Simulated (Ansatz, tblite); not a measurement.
**B(CO)H3 (CH₃BO): removing an electron**

The task here is to estimate one member of a computed series from the others.

Program: Ansatz 0.2.0, Gaussian basis. Level of theory: as each input shows. These are calculated values, not measurements.

Plan: charge +1 doublet, at the geometry of the singlet (PBE0-D4/def2-TZVP, PBE-D4/def2-TZVP, r2SCAN-D4/def2-TZVP, HSE06-D4/def2-TZVP, B97M-V/def2-TZVP, BHLYP-D4/def2-TZVP, B2PLYP/def2-TZVP, LDA/def2-TZVP, LC-ωPBE(0.10)/def2-TZVP, LC-ωPBE(0.15)/def2-TZVP, LC-ωPBE(0.20)/def2-TZVP, LC-ωPBE(0.30)/def2-TZVP, CCSD(T)/def2-TZVPP); the starting singlet's energies come from earlier runs.

### The geometry

The geometry is that of the singlet, from an earlier relaxation (PBE-D4/def2-TZVP).

6 atoms, charge 0, spin multiplicity 1.

Atoms are counted from 1 here; the program's logs count them from 0.

Bond lengths: B1–C2 1.504 Å, B1–H4 1.217 Å, B1–H5 1.216 Å, B1–H6 1.217 Å, C2–O3 1.143 Å. Angles: C2–B1–H4 104.9°, C2–B1–H5 105.8°, C2–B1–H6 105.0°, H4–B1–H5 113.4°, H4–B1–H6 113.2°, H5–B1–H6 113.4°, B1–C2–O3 179.3°.

Coordinates:

```mol
CH3BO
  3D, bonds by distance, orders not assigned

  6  5  0  0  0  0  0  0  0  0999 V2000
   -0.0113    0.0023   -0.5321 B   0  0
    0.0133    0.0061    0.9721 C   0  0
    0.0396   -0.0018    2.1152 O   0  0
    1.1594    0.0034   -0.8640 H   0  0
   -0.6061    1.0116   -0.8566 H   0  0
   -0.5949   -1.0216   -0.8346 H   0  0
  1  2  8  0
  1  4  8  0
  1  5  8  0
  1  6  8  0
  2  3  8  0
M  END
```

The first run:

File in.yaml:

```yaml
crystal:
  periodic: [false, false, false]
  atoms:
    - {symbol: B, position_ang: [-0.011265, 0.002286, -0.532075]}
    - {symbol: C, position_ang: [0.013277, 0.006073, 0.972075]}
    - {symbol: O, position_ang: [0.039568, -0.001786, 2.115214]}
    - {symbol: H, position_ang: [1.159442, 0.003378, -0.863954]}
    - {symbol: H, position_ang: [-0.606124, 1.011610, -0.856624]}
    - {symbol: H, position_ang: [-0.594898, -1.021551, -0.834637]}
basis:
  gaussian: {orbitals: def2-TZVP}
total_charge: 1
magnetization: {spin_polarized: true, initial_magnetization: 1}
hamiltonian: {xc: pbe0, dispersion: d4}
output: {orbitals: {seedname: orbitals}}
```

Command:

```console
$ ansatz run in.yaml --threads 2 --pin off --events-out ev --progress --plain --max-ram 4352MiB
```

Among the steps run: Charge +1 doublet at the fixed geometry, PBE0-D4/def2-TZVP; Charge +1 doublet at the fixed geometry, PBE-D4/def2-TZVP; Charge +1 doublet at the fixed geometry, r2SCAN-D4/def2-TZVP; Charge +1 doublet at the fixed geometry, HSE06-D4/def2-TZVP; Charge +1 doublet at the fixed geometry, B97M-V/def2-TZVP; Charge +1 doublet at the fixed geometry, BHLYP-D4/def2-TZVP; Charge +1 doublet at the fixed geometry, B2PLYP/def2-TZVP; Charge +1 doublet at the fixed geometry, LDA/def2-TZVP; Charge +1 doublet at the fixed geometry, LC-ωPBE(0.10)/def2-TZVP; Charge +1 doublet at the fixed geometry, LC-ωPBE(0.15)/def2-TZVP; Charge +1 doublet at the fixed geometry, LC-ωPBE(0.20)/def2-TZVP; Charge +1 doublet at the fixed geometry, LC-ωPBE(0.30)/def2-TZVP; Charge +1 doublet at the fixed geometry, CCSD(T)/def2-TZVPP.

One table of the session follows, with a row left open; its other results are not shown here.

It belongs to the step «Vertical ionisation energy». Beside −ε(HOMO) of the starting state:

```
              level  −ε(HOMO) (eV)  by difference (eV)  mismatch (eV)
      LDA/def2-TZVP           8.38               12.14          -3.77
   PBE-D4/def2-TZVP           8.29               12.01          -3.73
r2SCAN-D4/def2-TZVP           8.61               12.09          -3.48
   B97M-V/def2-TZVP           8.64               12.27          -3.63
  PBE0-D4/def2-TZVP           9.59               12.16          -2.58
 HSE06-D4/def2-TZVP           9.18               12.16          -2.97
 BHLYP-D4/def2-TZVP              ?                   ?              ?
```

**Question.** Estimate the row for BHLYP-D4/def2-TZVP.

The run gave: −ε(HOMO) (eV): 10.84; by difference (eV): 12.21; mismatch (eV): -1.37. In the column «−ε(HOMO) (eV)» it is the highest.
